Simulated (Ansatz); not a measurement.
Input (CCSDT(Q)/aug-cc-pVDZ; Ansatz, a program for electronic structure):

Ansatz 0.2 input:
```yaml
crystal:
  periodic: [false, false, false]
  atoms:
    - {symbol: O, position_ang: [1.08859699, 0.24944285, -0.42728356]}
    - {symbol: C, position_ang: [0.04658452, 0.36233721, 0.22026559]}
    - {symbol: H, position_ang: [-0.09897970, 1.22977934, 0.88845632]}
    - {symbol: C, position_ang: [-1.01080777, -0.58309006, 0.15832965]}
    - {symbol: H, position_ang: [-1.91279587, -0.45200395, 0.74149328]}
    - {symbol: H, position_ang: [-0.91166091, -1.44880109, -0.48325255]}
basis:
  gaussian:
    orbitals: aug-cc-pVDZ
magnetization: {spin_polarized: true, initial_magnetization: 1}
correlation: {method: ccsdt_q, electrons: outside_noble_gas}
```

Output:

```
Functional definition: HF
integrals: 0.27 GiB planned
1532 factors; integrals over basis functions are off by at most 2.0e-7 eV
mean field: 0.30 GiB planned
mean field evaluation 1: about -4141.9708 eV, gradient 2.3e1 eV
mean field evaluation 2: about -4141.9721 eV, gradient 2.3e1 eV
mean field evaluation 4: about -4144.6475 eV, gradient 3.3e0 eV
mean field evaluation 8: about -4144.9004 eV, gradient 5.0e-1 eV
mean field evaluation 16: about -4144.9186 eV, gradient 7.7e-7 eV
mean field evaluation 32: about -4144.9186 eV, gradient 7.7e-7 eV
mean field evaluation 64: about -4143.5317 eV, gradient 5.1e-2 eV
mean field -4144.91861064 eV, -152.3229494142 hartree, gradient 7.7e-7 eV, S^2 0.918032; 4 other end points of the search recorded, 0 dependent functions left out
determinant -4144.91861064 eV, -152.3229494142 hartree, with singles and doubles -4157.59471177 eV, -152.7887875386 hartree
determinant -4143.53067955 eV, -152.2719438876 hartree, with singles and doubles -4156.21732004 eV, -152.7381693263 hartree
determinant -4143.52957211 eV, -152.2719031900 hartree, with singles and doubles -4156.22635204 eV, -152.7385012459 hartree
3 core orbitals not correlated
reference -4144.91861064 eV, -152.3229494142 hartree; 9, 8 occupied and 84, 85 virtual orbitals, 1532 factors
second order -11.59557476 eV of doubles, -0.00000000 eV of singles
coupled cluster: 8.67 GiB planned
cycle   1  -12.06010318 eV  change   -4.6e-1 eV  update   1.1e-1
cycle   2  -12.70441345 eV  change   -6.4e-1 eV  update   5.4e-2
cycle   3  -13.16481977 eV  change   -4.6e-1 eV  update   3.7e-2
cycle   4  -13.16866737 eV  change   -3.8e-3 eV  update   1.9e-2
cycle   5  -13.13519898 eV  change    3.3e-2 eV  update   1.1e-2
cycle   6  -13.14571629 eV  change   -1.1e-2 eV  update   4.9e-3
cycle   7  -13.15735274 eV  change   -1.2e-2 eV  update   2.7e-3
cycle   8  -13.15662271 eV  change    7.3e-4 eV  update   1.4e-3
cycle   9  -13.15524432 eV  change    1.4e-3 eV  update   7.6e-4
cycle  10  -13.15687653 eV  change   -1.6e-3 eV  update   4.0e-4
cycle  11  -13.15625022 eV  change    6.3e-4 eV  update   2.5e-4
cycle  12  -13.15632579 eV  change   -7.6e-5 eV  update   1.4e-4
cycle  13  -13.15636070 eV  change   -3.5e-5 eV  update   9.1e-5
cycle  14  -13.15631482 eV  change    4.6e-5 eV  update   5.4e-5
cycle  15  -13.15624731 eV  change    6.8e-5 eV  update   3.1e-5
cycle  16  -13.15624892 eV  change   -1.6e-6 eV  update   1.8e-5
cycle  17  -13.15625180 eV  change   -2.9e-6 eV  update   1.1e-5
cycle  18  -13.15625553 eV  change   -3.7e-6 eV  update   5.3e-6
cycle  19  -13.15625730 eV  change   -1.8e-6 eV  update   3.0e-6
cycle  20  -13.15625759 eV  change   -2.9e-7 eV  update   1.3e-6
cycle  21  -13.15625685 eV  change    7.5e-7 eV  update   7.8e-7
cycle  22  -13.15625586 eV  change    9.9e-7 eV  update   4.9e-7
coupled cluster: 8.67 GiB planned
perturbative correction -0.03787295 eV, -0.0013918052 hartree
Total energy: -4158.11273944 eV, -152.8078247044 hartree
```

The determinant is spin-contaminated: <S^2> is 0.92, 0.17 over the pure value.
